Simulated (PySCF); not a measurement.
**How methods differ on the ionisation energy of Cl**

Cl [Ne] 3s2 3p5 (2P) → Cl⁺ [Ne] 3s2 3p4 (3P), as a difference of total energies. Computed with PySCF 2.14 in cc-pVDZ-DK (4s3p1d, 18 functions), with the spin-free X2C one-electron Hamiltonian (Gaussian nucleus). Correlated levels: valence: [Ne] frozen. The calculations carry no spin-orbit coupling.

| method | ionisation energy (eV) | error (eV) |
| --- | --- | --- |
| UHF | 11.796 | -1.178 |
| B3LYP | 13.015 | +0.041 |
| M06-2X | 12.946 | -0.028 |
| MP2 (valence) | 12.407 | -0.567 |
| SCS-MP2 (valence) | 12.384 | -0.590 |
| CCSD (valence) | 12.345 | -0.629 |
| CCSD(T) (valence) | 12.347 | -0.627 |

Reference: 12.974 eV (measured; NIST levels, between the centres of gravity of the two terms).

Errors of the correlated levels include the incompleteness of this basis and the frozen core.
